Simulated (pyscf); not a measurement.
# Four-centre exchange: `[Cl][SiH][Cl]` [doublet] + `[OH2]` → `[OH][Si]([Cl])[Cl]` [doublet] + `[H][H]`

Gas phase, doublet surface, charge 0. Bonds broken: Si2–H4, O5–H6. Bonds formed: Si2–O5, H4–H6. Optimised with ωB97X-D3(BJ)/def2-SVP in PySCF.

Transition state (Å):

```xyz
7

Cl    -1.0164    -1.3146     2.5662
Si    -1.9926    -0.9219     0.7498
Cl    -2.5905    -2.7839     0.0436
H     -2.4201     0.0504    -0.7240
O     -0.4895    -0.6609    -0.2691
H     -1.3709    -0.2159    -0.9328
H      0.0066    -1.4411    -0.5657
```

One imaginary mode, 1418i cm⁻¹; descent along it reached the two sides named.

```tsv
bond	change	reactant side (Å)	saddle	product side
Si2–H4	breaks	1.520	1.817	4.0
O5–H6	breaks	0.966	1.190	2.549
Si2–O5	forms	3.0	1.835	1.657
H4–H6	forms	3.2	1.102	0.760
```

Electronic energies relative to the separated reactants (kcal/mol):

| level | barrier | reaction energy | reverse barrier |
|---|---|---|---|
| ωB97X-D3(BJ)/def2-TZVP | 24.7 | -20.0 | 44.7 |
| PBE/def2-TZVP | 18.3 | -18.9 | 37.3 |
| r²SCAN/def2-TZVP | 19.7 | -21.7 | 41.4 |
| B3LYP-D3(BJ)/def2-TZVP | 23.4 | -20.2 | 43.6 |
| PBE0-D3(BJ)/def2-TZVP | 21.3 | -18.5 | 39.8 |
| M06-2X/def2-TZVP | 24.0 | -22.1 | 46.0 |
| ωB97M-D3(BJ)/def2-TZVP | 23.0 | -19.6 | 42.6 |
| HF/def2-TZVP | 45.2 | -17.2 | 62.4 |

With ωB97M-D3(BJ)/def2-TZVP energies and thermal terms (ideal gas, 1 atm, RRHO with modes under 100 cm⁻¹ raised to 100, one conformer, R ln 2 for rigid chiral ones), in kcal/mol:

```csv
T (K),ΔH‡,ΔG‡,ΔH,ΔG
298,20.2,31.0,-22.4,-20.5
600,20.5,41.9,-21.2,-19.0
900,21.4,52.4,-20.3,-18.1
1200,22.3,62.6,-19.5,-17.5
```

One saddle was located; it need not be the lowest between these sides.
